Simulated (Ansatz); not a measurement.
in.yaml

```yaml
crystal:
  periodic: [false, false, false]
  atoms:
    - {symbol: O, position_ang: [0.000000, 0.000000, 0.000000]}
    - {symbol: Se, position_ang: [0.000000, 0.000000, 1.632800]}
basis:
  gaussian: {orbitals: cc-pVDZ}
total_charge: 1
magnetization: {spin_polarized: true, initial_magnetization: 9}
correlation: {method: ccsd_t, electrons: all, diis_vectors: 4}
scf: {lower_state_search: off}
output: {forces: true}
```

```sh
$ ansatz run in.yaml --threads 1 --pin off --events-out ev --progress --plain --max-ram 2393MiB
```

(1) How does this run end?

## Answers

(1) Converged. The settings were drawn as a stress test.
```
these checks for a lower state are left out or cut short: starts, cluster_reference, orbital_swaps, neighbouring_geometries, increment
457 factors; integrals over basis functions are off by at most 6.8e-4 eV
mean field evaluation 1: about -67276.0944 eV, gradient 1.6e1 eV
mean field evaluation 2: about -67276.8703 eV, gradient 1.6e1 eV
mean field evaluation 4: about -67278.4339 eV, gradient 1.3e0 eV
mean field evaluation 8: about -67278.4942 eV, gradient 2.8e-1 eV
mean field evaluation 16: about -67278.5091 eV, gradient 2.5e-6 eV
mean field -67278.50910219 eV, -2472.4396064940 hartree, gradient 6.4e-6 eV, S^2 24.754345; 0 other end points of the search recorded, 0 dependent functions left out
reference -67278.50910219 eV, -2472.4396064940 hartree; 25, 16 occupied and 16, 25 virtual orbitals, 457 factors
second order -3.07705022 eV of doubles, -0.00000000 eV of singles
cycle   1  -3.47717874 eV  change   -4.0e-1 eV  update   4.1e-2
cycle   2  -3.62349891 eV  change   -1.5e-1 eV  update   1.7e-2
cycle   3  -3.62960998 eV  change   -6.1e-3 eV  update   6.5e-3
cycle   4  -3.62907097 eV  change    5.4e-4 eV  update   2.6e-3
cycle   5  -3.62949688 eV  change   -4.3e-4 eV  update   1.4e-3
cycle   6  -3.62978842 eV  change   -2.9e-4 eV  update   8.2e-4
cycle   7  -3.62985651 eV  change   -6.8e-5 eV  update   5.3e-4
cycle   8  -3.62991427 eV  change   -5.8e-5 eV  update   3.5e-4
cycle   9  -3.62978722 eV  change    1.3e-4 eV  update   2.2e-4
cycle  10  -3.62976640 eV  change    2.1e-5 eV  update   1.2e-4
cycle  11  -3.62974307 eV  change    2.3e-5 eV  update   7.3e-5
cycle  12  -3.62975487 eV  change   -1.2e-5 eV  update   3.8e-5
cycle  13  -3.62975737 eV  change   -2.5e-6 eV  update   2.1e-5
cycle  14  -3.62975632 eV  change    1.0e-6 eV  update   1.3e-5
cycle  15  -3.62975424 eV  change    2.1e-6 eV  update   7.8e-6
cycle  16  -3.62975246 eV  change    1.8e-6 eV  update   5.6e-6
cycle  17  -3.62975155 eV  change    9.1e-7 eV  update   4.1e-6
cycle  18  -3.62975141 eV  change    1.4e-7 eV  update   3.0e-6
cycle  19  -3.62975156 eV  change   -1.5e-7 eV  update   2.2e-6
cycle  20  -3.62975140 eV  change    1.7e-7 eV  update   1.4e-6
cycle  21  -3.62975119 eV  change    2.1e-7 eV  update   8.9e-7
cycle  22  -3.62975107 eV  change    1.1e-7 eV  update   5.7e-7
cycle  23  -3.62975114 eV  change   -6.2e-8 eV  update   3.2e-7
cycle  24  -3.62975117 eV  change   -3.6e-8 eV  update   2.0e-7
perturbative correction -0.04887549 eV, -0.0017961411 hartree
the calculation of the forces begins
Total energy: -67282.18772885 eV, -2472.5747935304 hartree
Atom 0 at     0.000000     0.000000     0.000000 Å, force     0.000000     0.000000   -32.783909 eV/Å
Atom 1 at     0.000000     0.000000     1.632800 Å, force     0.000000    -0.000000    32.783909 eV/Å
Dipole moment:    -0.000000    -0.000000    -1.079450 e Å
Checks for a lower state left out: starts, cluster_reference, orbital_swaps, neighbouring_geometries, increment
```
